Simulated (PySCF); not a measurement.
# AlPH6, a complex of two parts: interaction energy

One table from this session's results is given with a row withheld; the runs are named, their logs left out.

Computed with PySCF 2.14.0; each step states its level. No surroundings beyond the atoms listed, unless a continuum is named. Atoms count from 0, parts from 1.

### The system as given

8 atoms, charge 0, multiplicity 1; geometry: GFN2-xTB. Parts: 1 = atoms 0–3, `[AlH3]`, charge 0; 2 = atoms 4–7, `P`, charge 0.

Set-up of the first run:

Job settings and geometry (Å):

```
{"job": {"xc": "PBE0", "basis": "def2-SVPD", "d3": "d3bj", "grid": 2, "kind": "geom"}, "charge": 0, "multiplicity": 1, "parts": [{"atoms": "0-3", "charge": 0, "multiplicity": 1}, {"atoms": "4-7", "charge": 0, "multiplicity": 1}]}
Al    -0.199934    -0.208861     0.048280
H     -1.053880     0.373853    -1.124572
H      0.321363     0.792827     1.153069
H      0.532472    -1.580639    -0.110056
P     -2.030952    -0.851021     1.621074
H     -3.160776    -1.598937     1.913343
H     -2.587655     0.355072     2.006410
H     -1.425453    -1.077782     2.843678
```

Run with:

```sh
> OMP_NUM_THREADS=1 python cluster_run.py task.json out
```

The driver reads the jobs from task.json and runs them one after another.

Steps of the session up to this table: Optimising the geometry at PBE0-D3(BJ)/def2-SVPD; Coupled-cluster interaction energy: CCSD(T) and MP2.

One table of the session follows, with a row left open; its other results are not shown here.

It belongs to the step «Coupled-cluster interaction energy: CCSD(T) and MP2». 

```
                 method  interaction energy (kcal/mol)
         HF/aug-cc-pVDZ                         -12.22
        MP2/aug-cc-pVDZ                         -15.13
       CCSD/aug-cc-pVDZ                         -13.92
    CCSD(T)/aug-cc-pVDZ                         -14.47
         HF/aug-cc-pVTZ                         -13.55
        MP2/aug-cc-pVTZ                         -17.68
    SCS-MP2/aug-cc-pVTZ                         -16.27
      MP2, extrapolated                         -18.19
CCSD(T), limit estimate                              ?
```

Estimate the missing values for CCSD(T), limit estimate.

As computed: interaction energy (kcal/mol): -17.53. In the column «interaction energy (kcal/mol)» it lies between MP2/aug-cc-pVTZ (-17.68) and SCS-MP2/aug-cc-pVTZ (-16.27).

Caveats from the session: The interaction energy leaves out the deformation of the parts, 3.22 kcal/mol (MP2); added to the CCSD(T) estimate it gives a binding of about -14.31 kcal/mol.
